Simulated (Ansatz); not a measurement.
**AlLi (quintet): wave-function methods side by side, aug-cc-pVTZ**

Aim: climb from Hartree-Fock through coupled cluster for AlLi (quintet) at one geometry and basis, and see what each rung misses.

Method: aug-cc-pVTZ, core rule «outside noble gas», up to 6 orbitals frozen; program: Ansatz 0.2.0, Gaussian basis.

The runs, in order: UHF; CCSD(T) on ROHF; CCSD(T) on UHF; BCCD(T) on ROHF; CCSDT(Q) on ROHF; CCSDT(Q) on UHF; Full CI.

33 further runs of the same task are left out: 9 for a known fault of the program, 8 that didn't finish, 16 set aside as unsound or not needed. Runs told in other sessions of the task aren't counted.

## 1. The system

The geometry is a PBE0/def2-TZVP stationary point (not a proven minimum) of the parent state, kept for this charge and spin.

2 atoms, charge 0, spin multiplicity 5.

Atoms are counted from 1 here; the program's logs count them from 0.

No contacts short enough for the rule that draws bonds.

Coordinates:

```
Al    0.0000    0.0000    0.0000
Li    0.0000    0.0000    2.6353
```

## 2. UHF

Contents of in.yaml:

```yaml
crystal:
  periodic: [false, false, false]
  atoms:
    - {symbol: Al, position_ang: [0.000000, 0.000000, 0.000000]}
    - {symbol: Li, position_ang: [0.000000, 0.000000, 2.635300]}
basis:
  gaussian: {orbitals: aug-cc-pVTZ}
magnetization: {spin_polarized: true, initial_magnetization: 4}
hamiltonian: {xc: hf}
output: {orbitals: {seedname: orbitals}}
```

On the command line:

```console
$ ansatz run in.yaml --threads 1 --pin off --events-out ev --progress --plain --max-ram 2393MiB
```

After this run come: CCSD(T) on ROHF; CCSD(T) on UHF; BCCD(T) on ROHF; CCSDT(Q) on ROHF; CCSDT(Q) on UHF; Full CI.

Q: Predict the results of all the runs planned. Wanted: UCCSDT(Q) from the RHF energy; RMP2 from UCCSDT(Q); UMP2 from UCCSDT(Q); RCCSD from UCCSDT(Q); RCCSD(T) from UCCSDT(Q); UCCSD(T) from UCCSDT(Q); RCCSDT(Q) from UCCSDT(Q); T1 diagnostic.

The runs gave:

| quantity | value |
| --- | --- |
| UCCSDT(Q) from the ROHF energy | -0.8225 eV |
| RMP2 from UCCSDT(Q) | +26.2 kJ/mol |
| UMP2 from UCCSDT(Q) | +25.9 kJ/mol |
| RCCSD from UCCSDT(Q) | +3.3 kJ/mol |
| RCCSD(T) from UCCSDT(Q) | +1.2 kJ/mol |
| UCCSD(T) from UCCSDT(Q) | +0.9 kJ/mol |
| RCCSDT(Q) from UCCSDT(Q) | +0.2 kJ/mol |
| levels within 1 kcal/mol (43 meV) | RCCSD, UCCSD, RCCSD(T), UCCSD(T), BCCD(T), RCCSDT, UCCSDT, RCCSDT(Q) |
| T1 diagnostic | 0.008 |

**Reading.** RCCSD(T) misses by +1.2 kJ/mol, 1.5 % of the correlation energy. These misses are within one basis, not against nature; the frozen cores of restricted and unrestricted runs differ, which can shift their rows.
